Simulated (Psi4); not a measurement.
Reaction (SMILES): ClC (CH3-Cl) → [CH2-]Cl + H+
B3LYP-D3(BJ)/def2-TZVP geometries, fixed; electronic energies without zero-point terms.

Effect of the integral screening threshold at B3LYP/aug-cc-pV(T+d)Z with Psi4, against the last row, where the deprotonation energy is 403.91 kcal/mol.

```json
[
 {"setting": "ints_tolerance: 1e-6", "largest shift of a total energy (mEh)": "0.000", "shift of the deprotonation energy (kcal/mol)": "0.000"},
 {"setting": "ints_tolerance: 1e-8", "largest shift of a total energy (mEh)": "0.000", "shift of the deprotonation energy (kcal/mol)": "0.000"},
 {"setting": "ints_tolerance: 1e-10", "largest shift of a total energy (mEh)": "0.000", "shift of the deprotonation energy (kcal/mol)": "0.000"},
 {"setting": "ints_tolerance: 1e-14", "largest shift of a total energy (mEh)": "0.000", "shift of the deprotonation energy (kcal/mol)": "0.000"}
]
```

Within 0.02 kcal/mol in the deprotonation energy: ints_tolerance: 1e-6; ints_tolerance: 1e-8; ints_tolerance: 1e-10. The largest shift is 0.000 mEh in a total energy and 0.000 kcal/mol in the difference.
